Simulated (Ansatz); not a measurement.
**SiH3 (doublet): wave-function methods side by side at distance H1–H2 along a hydrogen transfer = 1.019 Å, 6-31G**

How much of the correlation energy of SiH3 (doublet) does each wave-function method recover here?

Computed with Ansatz 0.2.0, Gaussian basis. Level: 6-31G, core rule «outside noble gas», up to 5 orbitals frozen.

To be run: UHF; CCSD(T) on ROHF; CCSD(T) on UHF; BCCD(T) on ROHF; CISD; CCSDT(Q) on ROHF; CCSDT(Q) on UHF; CISDTQ; CCSDTQ on ROHF; CCSDTQ on UHF; CASSCF and MRCISD+Q, 3 electrons in 3 orbitals; CASSCF and NEVPT2, 3 electrons in 3 orbitals; CASSCF and MRCISD+Q, 7 electrons in 7 orbitals; CASSCF and NEVPT2, 7 electrons in 7 orbitals; Full CI.

6 further runs of the same task are left out: 5 that didn't finish, 1 set aside as unsound or not needed.

## (1) What is computed

The geometry derives from fragments relaxed apart (PBE0/def2-TZVP) and kept rigid, so it is no stationary point. A hydrogen atom is moved between rigid fragments.

4 atoms, charge 0, spin multiplicity 2.

Atoms are counted from 1 here; the program's logs count them from 0.

Bond lengths: Si3–H4 1.532 Å.

## (2) UHF

File in.yaml:

```yaml
crystal:
  periodic: [false, false, false]
  atoms:
    - {symbol: H, position_ang: [-2.686865, 0.047936, 0.000000]}
    - {symbol: H, position_ang: [-1.667865, 0.047936, 0.000000]}
    - {symbol: Si, position_ang: [0.137135, 0.047936, 0.000000]}
    - {symbol: H, position_ang: [0.533569, -1.431577, 0.000000]}
basis:
  gaussian: {orbitals: 6-31G}
magnetization: {spin_polarized: true, initial_magnetization: 1}
hamiltonian: {xc: hf}
output: {orbitals: {seedname: orbitals}}
```

Launch:

```
$ ansatz run in.yaml --threads 1 --pin off --events-out ev --progress --plain --max-ram 2393MiB
```

The runs that follow: CCSD(T) on ROHF; CCSD(T) on UHF; BCCD(T) on ROHF; CISD; CCSDT(Q) on ROHF; CCSDT(Q) on UHF; CISDTQ; CCSDTQ on ROHF; CCSDTQ on UHF; CASSCF and MRCISD+Q, 3 electrons in 3 orbitals; CASSCF and NEVPT2, 3 electrons in 3 orbitals; CASSCF and MRCISD+Q, 7 electrons in 7 orbitals; CASSCF and NEVPT2, 7 electrons in 7 orbitals; Full CI.

**Question.** What will the summary of the whole plan be? Wanted: FCI below the RHF energy; RMP2 from FCI; UMP2 from FCI; RCCSD from FCI; RCCSD(T) from FCI; UCCSD(T) from FCI; RCCSDT(Q) from FCI; UCCSDT(Q) from FCI; NEVPT2 pair from FCI.

The runs gave:

| quantity | value |
| --- | --- |
| FCI below the RHF energy | -2.3028 eV |
| RMP2 from FCI | +75.2 kJ/mol |
| UMP2 from FCI | +84.2 kJ/mol |
| RCCSD from FCI | +3.7 kJ/mol |
| RCCSD(T) from FCI | +1.3 kJ/mol |
| UCCSD(T) from FCI | +1.8 kJ/mol |
| RCCSDT(Q) from FCI | +0.1 kJ/mol |
| UCCSDT(Q) from FCI | 0.0 kJ/mol |
| NEVPT2 pair from FCI | +54.7 kJ/mol |
| MRCISD+Q pair from FCI | -1.9 kJ/mol |
| NEVPT2 valence from FCI | +17.5 kJ/mol |
| levels within 1 kcal/mol (43 meV) | RCCSD, RCCSD(T), UCCSD(T), BCCD(T), RCCSDT, UCCSDT, CISDTQ, RCCSDT(Q), UCCSDT(Q), RCCSDTQ, UCCSDTQ, MRCISD+Q pair, MRCISD valence, MRCISD+Q valence |
| T1 diagnostic | 0.023 |
| effectively unpaired electrons | 1.10 |

RCCSD(T) lands +1.3 kJ/mol from the yardstick (0.6 % of the correlation energy). MRCISD+Q pair falls below full CI: the +Q correction isn't variational, and the cores differ from full CI's. One determinant dominates. Of the multireference levels listed MRCISD+Q valence comes nearest in total energy (+1.0 kJ/mol), which doesn't show that its space is the better one. These misses are within one basis, not against nature; the frozen cores of restricted and unrestricted runs differ, which can shift their rows.
